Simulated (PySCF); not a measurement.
Stepwise substitution at one centre (Si F-NH2). Gas-phase values, no solvent. One relaxed conformer stands for each flexible species; it need not be the lowest. Strings in code marks are SMILES.

The S1 excitation (TDA) from two functionals at the same geometries (B3LYP-D3(BJ)/def2-TZVP), both in PySCF: PBE-D3(BJ)/def2-TZVP and B3LYP-D3(BJ)/def2-TZVP. B3LYP has the VWN-RPA correlation part, as in Gaussian. Excitations are Tamm–Dancoff values on a coarser integration grid. The basis has no diffuse functions, so Rydberg states are missing or too high.

```csv
species,PBE-D3(BJ)/def2-TZVP (eV),B3LYP-D3(BJ)/def2-TZVP (eV)
0 of 4 F replaced by NH2 (`F[Si](F)(F)F`),10.10,11.07
1 of 4 F replaced by NH2 (`N[Si](F)(F)F`),6.89,7.24
3 of 4 F replaced by NH2 (`N[Si](N)(N)F`),6.11,6.72
```

Over these rows, drawn at random from the members with no instability flagged (it was tested for open shells, ions and some series alone), PBE minus B3LYP-D3(BJ): mean -0.64 eV, from -0.97 eV to -0.35 eV.
